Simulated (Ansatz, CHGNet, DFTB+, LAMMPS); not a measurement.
Volume per atom of hcp Os: levels of theory against measurement

Reference value: 13.85 Å³/atom (measured, copied from a table, unchecked, extrapolated to 0 K and zero-point effects removed; as tabulated in Lejaeghere et al. (2013), arXiv:1204.2733).

Problem. What do Lennard-Jones uff-vdw, GFN1-xTB as cut by DFTB+, CHGNet-r²SCAN, LDA, PBE, PBE+SOC, PBEsol+SOC, RPBE, PBE-D4, r²SCAN, r²SCAN+SOC, HSE06 give, and how far is each from the reference?

Solution. 
| level (code) | value (Å³/atom) | error (%) |
|---|---|---|
| Lennard-Jones uff-vdw (LAMMPS) | 19.71 | +42 |
| GFN1-xTB as cut by DFTB+ | 14.43 | +4.2 |
| CHGNet-r²SCAN | 14.15 | +2.2 |
| LDA (Ansatz) | 13.70 | -1.1 |
| PBE (Ansatz) | 14.28 | +3.1 |
| PBE+SOC (Ansatz) | 14.29 | +3.2 |
| PBEsol+SOC (Ansatz) | 13.90 | +0.4 |
| RPBE (Ansatz) | 14.42 | +4.1 |
| PBE-D4 (Ansatz) | 14.02 | +1.2 |
| r²SCAN (Ansatz) | 14.02 | +1.2 |
| r²SCAN+SOC (Ansatz) | 14.02 | +1.2 |
| HSE06 (Ansatz) | 13.80 | -0.4 |

Leaving aside Lennard-Jones uff-vdw (doubt noted below): Once the reference is moved by up to 2.0 % (a margin picked here for doubts on the reference and the settings) and values within 0.3 % count as equal, the nearest can be HSE06 (-0.4 %), PBEsol+SOC (+0.4 %), LDA (-1.1 %), PBE-D4 (+1.2 %), r²SCAN (+1.2 %), r²SCAN+SOC (+1.2 %) or CHGNet-r²SCAN (+2.2 %).

Density-functional levels without +SOC have no spin–orbit coupling. Lennard-Jones uff-vdw: the cell moved over 20 % in volume from its start. Lennard-Jones uff-vdw: this is a force field's van der Waals term alone, without bonds or charges. GFN1-xTB as cut by DFTB+: the method was fitted mainly to molecules. GFN1-xTB as cut by DFTB+: codes differ in how they cut the long-range tail of xTB's charge interaction in a crystal, so the value belongs to this code. HSE06: exact exchange on metals is sensitive to the k mesh and can open a false gap. HSE06: the run warned that the count of filled bands differs between k points. Cutoffs and k meshes differ between the levels. Ansatz's density-functional and Hartree–Fock values are scalar-relativistic unless marked +SOC, with PAW data made under PBE.

Machine-learned potentials (CHGNet-r²SCAN) are trained on DFT data: a solid inside that data is no test of them.

Differences are worked out from the printed values.

Ansatz is an electronic-structure program.
